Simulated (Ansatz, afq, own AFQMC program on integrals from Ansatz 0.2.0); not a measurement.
**Breaking Si2–O1 in SiH$_{2}$O$_{2}$, singlet**

```xyz
5

O    -1.4552   -0.1045   -0.2789
Si   -0.2173   -0.8052    0.5782
O     1.0336    0.1917    0.0644
H    -1.2144    0.6506   -0.8336
H     1.9033   -0.0062    0.4284
```

Products: SiHO (doublet; Si–OH) and HO (doublet), each relaxed with PBE0/def2-SVP like the molecule; electronic energies without zero-point terms. Determinants: RHF, UHF and UHF in that order.

Basis def2-TZVP. Only valence electrons are correlated. Ansatz 0.2.0 and our own AFQMC program on the same integrals; the CISD trial comes from CCSD amplitudes, and released means the phaseless constraint is let go. ± is one standard error of the sampling. The errors of all members are added in quadrature.

No full CI on the walks' own integrals is used here. The released AFQMC energy serves as the reference, which it does only where one determinant dominates, the energy is flat over the last release times and near the phaseless one (40 meV or 2 meV an electron, half that with transition metals). On small molecules, where full CI could be run and the noise was under 10 meV, such values lay within 10 meV of it in 19 cases of 20, a flattering rate, since the rule was set on those same cases; what remains of the bias isn't in the error bar. Each member takes its own surest rung, up to full CI.

Errors are counted within def2-TZVP, not against nature.

Cautions: SiH₂O₂ (singlet): the released value is read at 1.50 1/Eh with a noise of 12 meV, more than in the cases checked (meV from the phaseless value at times in 1/Eh: -6 ± 7 at 0.24, -16 ± 6 at 0.51, -8 ± 9 at 0.99, -18 ± 12 at 1.50); SiHO (doublet): its ph-AFQMC/CISD value lies 20 ± 5 meV above CCSDT(Q).

| level | bond energy (kcal/mol) |
| --- | --- |
| HF | 92.5 |
| CCSD | 123.1 |

**Question.** From these cheaper values, estimate the bond energy at the reference level in def2-TZVP.

**Answer.** 125.9 ± 0.3 kcal/mol (AFQMC with the constraint released in def2-TZVP).

```
        level  bond energy (kcal/mol)  error against released AFQMC (kcal/mol)
          MP2                   134.1                                8.1 ± 0.3
      CCSD(T)                   125.9                               -0.1 ± 0.3
ph-AFQMC/CISD             126.1 ± 0.2                                0.2 ± 0.3
```

Correlation beyond CCSD(T) changes it by less than twice the noise. The perturbative (T) step is worth +2.8 kcal/mol.

A walk keeps the symmetry of its determinant, which the program's search chose and which needn't be the lowest solution, so a lower state of the same spin and another symmetry isn't excluded. Released energies are given only where the last usable release times agree within the noise; a slower fall can still hide under it.
